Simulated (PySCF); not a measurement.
# How methods differ on the ionisation energy of Al

Al [Ne] 3s2 3p1 (2P) → Al⁺ [Ne] 3s2 (1S), as a difference of total energies. Computed with PySCF 2.14 in cc-pVDZ-DK (4s3p1d, 18 functions), with the spin-free X2C one-electron Hamiltonian (Gaussian nucleus). Correlated levels: valence: [Ne] frozen. The calculations carry no spin-orbit coupling.

```tsv
method	ionisation energy (eV)
UHF	5.574
M06-2X	5.737
B3LYP	6.016
MP2 (valence)	5.725
SCS-MP2 (valence)	5.706
CCSD (valence)	5.808
CCSD(T) (valence)	5.826
```

**Question.** How much does correlation contribute at CCSD(T) (valence)?

**Answer.** 5.826 − (5.574) = 0.252 eV, measured against UHF.

Errors of the correlated levels include the incompleteness of this basis and the frozen core.

For comparison: 5.977 eV (measured; NIST levels, between the centres of gravity of the two terms).
